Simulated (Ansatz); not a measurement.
# CH6BN: the cost of one run

Program: Ansatz 0.2.0. Level of theory: RKS B3LYP-D4/STO-3G. These are calculated values, not measurements.

### Step 1. The structure to begin with

Bond lengths: B1–C2 1.600 Å, C2–H3 1.110 Å, C2–H4 1.110 Å, C2–H5 1.110 Å, B1–N6 1.550 Å, N6–H7 1.060 Å, N6–H8 1.060 Å, B1–H9 1.190 Å. Angles: B1–C2–H3 109.5°, B1–C2–H4 109.5°, B1–C2–H5 109.5°, H3–C2–H4 109.4°, H3–C2–H5 109.4°, H4–C2–H5 109.4°, C2–B1–N6 120.0°, C2–B1–H9 120.0°, N6–B1–H9 120.0°, B1–N6–H7 120.0°, B1–N6–H8 120.0°, H7–N6–H8 120.0°.

Structure file:

```xyz
9

B     0.0000    0.0000    0.0000
C     0.0000    0.0000    1.6000
H    -0.9996   -0.3092    1.9705
H     0.7676   -0.7111    1.9705
H     0.2320    1.0203    1.9705
N     1.3423    0.0000   -0.7750
H     1.8089   -0.9179   -1.0268
H     1.7937    0.9179   -1.0532
H    -1.0305    0.0000   -0.5950
```

### Step 2. Preparing the start

input.yaml reads:

```yaml
crystal:
  periodic: [false, false, false]
  atoms:
    - { symbol: B, position_ang: [0.0, 0.0, 0.0] }
    - { symbol: C, position_ang: [0.0, 0.0, 1.6] }
    - { symbol: H, position_ang: [-0.9996, -0.3092, 1.9705] }
    - { symbol: H, position_ang: [0.7676, -0.7111, 1.9705] }
    - { symbol: H, position_ang: [0.232, 1.0203, 1.9705] }
    - { symbol: "N", position_ang: [1.3423, 0.0, -0.775] }
    - { symbol: H, position_ang: [1.8089, -0.9179, -1.0268] }
    - { symbol: H, position_ang: [1.7937, 0.9179, -1.0532] }
    - { symbol: H, position_ang: [-1.0305, 0.0, -0.595] }
basis:
  gaussian: { orbitals: STO-3G }
hamiltonian:
  xc: b3lyp
  dispersion: d4
relax:
  f_tol: 0.02
  max_steps: 40
```

Command:

```
ansatz run input.yaml --threads 1 --pin off --max-ram 2048MiB --backend cpu --events-out ev --progress --plain --runs-dir out
```

Q: Estimate wall time and peak memory on 1 thread of Arm Neoverse N1, shared host.

About 22 s, with a peak of 0.11 GiB.
